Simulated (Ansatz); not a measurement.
Input file:

```yaml
crystal:
  periodic: [false, false, false]
  atoms:
    - { symbol: B, position_ang: [-0.229342, -0.193946, 0.48512] }
    - { symbol: H, position_ang: [0.883296, 0.056937, 0.938653] }
    - { symbol: H, position_ang: [1.26631, 0.129181, -0.061805] }
    - { symbol: O, position_ang: [-0.846394, -0.318796, -0.688597] }
    - { symbol: H, position_ang: [-1.782769, -0.520076, -0.579771] }
basis:
  gaussian: { orbitals: def2-TZVP }
hamiltonian:
  xc: b3lyp
  dispersion: d4
phonons: {}
```

Launched with:

```bash
$ ansatz run input.yaml --threads 1 --pin off --max-ram 2048MiB --backend cpu --events-out ev --progress --plain --runs-dir out
```

Hardware: 1 thread of Intel(R) Xeon(R) 6975P-C (Granite Rapids), on a shared host.

**Question.** Roughly how long does this run take, and how much memory?

**Answer.** 12 s, with a peak of 0.13 GiB, for 0 ionic steps.
